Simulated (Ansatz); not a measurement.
**AlPN (quartet): the correlation ladder, def2-TZVPP**

The task here is to estimate one member of a computed series from the others.

The runs use Ansatz 0.2.0, Gaussian basis; def2-TZVPP, core rule «outside noble gas», up to 11 orbitals frozen.

Plan: UHF; ROHF; CCSD(T) on UHF.

### The system

The geometry is a PBE0/def2-TZVP stationary point (not a proven minimum).

3 atoms, charge 0, spin multiplicity 4.

Atoms are counted from 1 here; the program's logs count them from 0.

Bond lengths: Al1–P2 2.360 Å, Al1–N3 1.763 Å, P2–N3 1.687 Å. Angles: P2–Al1–N3 45.5°, Al1–P2–N3 48.2°, Al1–N3–P2 86.3°.

Set-up of the first run:

The input, in.yaml:

```yaml
crystal:
  periodic: [false, false, false]
  atoms:
    - {symbol: Al, position_ang: [0.000000, 0.253448, 1.254324]}
    - {symbol: P, position_ang: [0.000000, 0.237157, -1.105408]}
    - {symbol: N, position_ang: [0.000000, -1.012664, 0.028204]}
basis:
  gaussian: {orbitals: def2-TZVPP}
magnetization: {spin_polarized: true, initial_magnetization: 3}
hamiltonian: {xc: hf}
output: {orbitals: {seedname: orbitals}}
```

Started as:

```bash
ansatz run in.yaml --threads 1 --pin off --events-out ev --progress --plain --max-ram 2816MiB --backend cpu
```

Steps of the session up to this table: UHF; ROHF; CCSD(T) on UHF.

One of the session's tables, all rows but one given; the rest of the session is left out.

```
  method  from UCCSD(T) (meV)
    ROHF             +11369.0
     UHF                    ?
    UMP2              +1292.5
   UCCSD               +638.4
UCCSD(T)                    0
```

Estimate the missing values for UHF.

**Answer.** from UCCSD(T) (meV): +10850.8. In the column «from UCCSD(T) (meV)» it lies between UMP2 (+1292.5) and ROHF (+11369.0).

With the free atoms at the same levels and basis (separate runs), the atomisation energy is 5.736 eV at UCCSD(T), 1.926 eV at ROHF.
